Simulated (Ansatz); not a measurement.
Consider the interaction energy of a dimer with the counterpoise correction of CH4, SMILES C (the Python package of Ansatz (0.2.0)).

`dimer_ch4.py`:
```python
# -*- coding: utf-8 -*-
"""Interaction energy of two CH4 molecules, with the counterpoise correction."""

import ansatz

FIRST = [
    ("C", (0.0, 0.0, 0.0)),
    ("H", (0.1579, -0.2416, 1.0431)),
    ("H", (-0.9998, 0.3926, -0.1321)),
    ("H", (0.1189, -0.8934, -0.5992)),
    ("H", (0.7231, 0.7424, -0.3118)),
]
SECOND = [
    ("C", (-2.5707, -0.3453, -2.35)),
    ("H", (-1.7886, 0.3915, -2.2202)),
    ("H", (-2.3217, -0.9933, -3.1801)),
    ("H", (-3.5085, 0.1557, -2.5521)),
    ("H", (-2.664, -0.935, -1.4474)),
]

def energy(atoms, ghosts=()):
    molecule = ansatz.Crystal.molecule()
    for symbol, xyz in atoms:
        molecule = molecule.atom(symbol, xyz)
    calc = (
        molecule.calculation()
        .basis(gaussian="def2-SVPD")
        .functional("b3lyp")
        .accuracy("medium")
        .scf(lower_state_search="standard")
    )
    deck = calc.input()
    if ghosts:
        deck = deck.set(ansatz.key.basis.gaussian.ghost_atoms, [{"symbol": s, "position_ang": list(xyz)} for s, xyz in ghosts])
    return ansatz.Session.from_dict(deck).plan().execute().report["free_energy_ev"]

# monomers in their own basis and in the basis of the dimer
both = energy(FIRST + SECOND)
alone = energy(FIRST) + energy(SECOND)
ghosted = energy(FIRST, SECOND) + energy(SECOND, FIRST)
print(f"dimer {both:.6f} eV")
print(f"interaction, uncorrected   {96.485332 * (both - alone):8.3f} kJ/mol")
print(f"interaction, counterpoise  {96.485332 * (both - ghosted):8.3f} kJ/mol")
print(f"basis-set superposition    {96.485332 * (alone - ghosted):8.3f} kJ/mol")
```

How large is the interaction at this pose, and how much of it is basis-set superposition?

Uncorrected it is 3.756 kJ/mol, with the counterpoise correction 5.956 kJ/mol; the difference, 2.20 kJ/mol, is the superposition error. In this basis both values are repulsive.

The run itself:

```console
$ python dimer_ch4.py
dimer -2203.548946 eV
interaction, uncorrected      3.756 kJ/mol
interaction, counterpoise     5.956 kJ/mol
basis-set superposition       2.200 kJ/mol
```

The settings weren't tested for convergence. The dimer is a generated trial pose of unrelaxed monomers, not a minimum, so the figure is no binding energy, and the basis set is small. b3lyp holds the VWN-RPA fit, as in Gaussian; the form of ORCA and Turbomole is b3lyp5. This level lacks the dispersion part of the attraction (electrostatics and induction are there), which can decide the sign where the interaction is weak. The whole script took 5.4 s on 1 thread of Arm Neoverse V2 (shared host), peak memory 0.2 GiB.
